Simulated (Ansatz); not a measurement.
# C2H3FN2: basis-set convergence

How large a basis does C2H3FN2 need? Two functionals are run in growing sets.

Computed with Ansatz 0.2.0, Gaussian basis. Level: one geometry, several basis sets.

Levels to be run: PBE0-D4/def2-SVP; ωB97M-V/def2-SVP; PBE0-D4/def2-QZVPP; ωB97M-V/def2-QZVPP; the functionals' def2-TZVPP values are taken from earlier runs.

## (1) The geometry

An earlier PBE0-D4 in a triple-zeta def2 set relaxation fixed the geometry.

8 atoms, charge 0, spin multiplicity 1.

Atoms are counted from 1 here; the program's logs count them from 0.

Bond lengths: N1–C2 1.292 Å, N1–H6 1.010 Å, N1–H7 1.022 Å, C2–C3 1.466 Å, C3–F4 1.342 Å, C3–N5 1.255 Å, N5–H8 1.019 Å. Angles: C2–N1–H6 120.2°, C2–N1–H7 123.3°, H6–N1–H7 116.3°, N1–C2–C3 111.3°, C2–C3–F4 112.4°, C2–C3–N5 124.0°, F4–C3–N5 123.3°, C3–N5–H8 112.3°.

Coordinates:

```
N     0.46294    1.30412    0.48295
C     0.74716    0.55274   -0.52926
C    -0.12324   -0.62633   -0.57805
F    -0.56778   -0.88340   -1.81826
N    -0.34859   -1.37389    0.40413
H     1.03072    2.11325    0.68978
H    -0.27381    1.08450    1.15621
H    -0.83511   -2.22810    0.13669
```

## (2) PBE0-D4 in def2-SVP

File in.yaml:

```yaml
crystal:
  periodic: [false, false, false]
  atoms:
    - {symbol: N, position_ang: [0.462943, 1.304125, 0.482953]}
    - {symbol: C, position_ang: [0.747165, 0.552743, -0.529261]}
    - {symbol: C, position_ang: [-0.123239, -0.626330, -0.578046]}
    - {symbol: F, position_ang: [-0.567777, -0.883404, -1.818258]}
    - {symbol: N, position_ang: [-0.348595, -1.373892, 0.404131]}
    - {symbol: H, position_ang: [1.030724, 2.113254, 0.689777]}
    - {symbol: H, position_ang: [-0.273808, 1.084499, 1.156210]}
    - {symbol: H, position_ang: [-0.835114, -2.228095, 0.136694]}
basis:
  gaussian: {orbitals: def2-SVP}
hamiltonian: {xc: pbe0, dispersion: d4}
output: {orbitals: {seedname: orbitals}}
```

On the command line:

```bash
ansatz run in.yaml --threads 2 --pin off --events-out ev --progress --plain --max-ram 4352MiB
```

Further steps of the session: ωB97M-V in def2-SVP; PBE0-D4 in def2-QZVPP; ωB97M-V in def2-QZVPP.

Before running them: what should the planned runs give, taken together? Wanted: PBE0-D4: double and triple zeta above quadruple; ωB97M-V: double and triple zeta above quadruple.

As calculated:

| quantity | value |
| --- | --- |
| PBE0-D4: double and triple zeta above quadruple | 9.57, 0.41 eV |
| ωB97M-V: double and triple zeta above quadruple | 9.83, 0.38 eV |

PBE0-D4 gains 9.15 eV from double to triple zeta, then 0.41 eV more. Total energies overstate the basis error of differences, where much of it tends to cancel.
